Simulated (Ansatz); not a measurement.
Two shapes of doublet CH₅P(+).

Shape 1:

```xyz
7

C    -1.2412    0.0000   -0.0042
P     0.5240    0.0000   -0.0011
H    -1.7798   -0.9396    0.0221
H    -1.7798    0.9396    0.0221
H     1.0340    1.1356   -0.6477
H     1.0792   -0.0007    1.2945
H     1.0340   -1.1349   -0.6489
```

Shape 2:

```xyz
7

C     0.0136    0.0000   -1.0809
P     0.0081    0.0000    0.6842
H    -0.0120   -0.9396   -1.6196
H    -0.0120    0.9396   -1.6196
H     0.6545    1.1352    1.1952
H    -1.3067    0.0000    1.2455
H     0.6545   -1.1352    1.1952
```

Basis set: cc-pVTZ on H, C; cc-pV(T+d)Z on P (spherical functions). Left uncorrelated: 6 orbitals. Correlation on ROHF uses semicanonical orbitals with singles. Charge 1, multiplicity 2.

Computed with Ansatz (development build ahead of 0.2.0); each method stands on the lowest determinant of its kind that the runs found.

Q: Which shape is lower in energy, and by how much in each method?

A:

```
  method  E(2) − E(1) (eV)
    ROHF             0.015
     UHF             0.015
ROHF-MP2             0.011
 UHF-MP2             0.011
```

Shape 1 is lower.
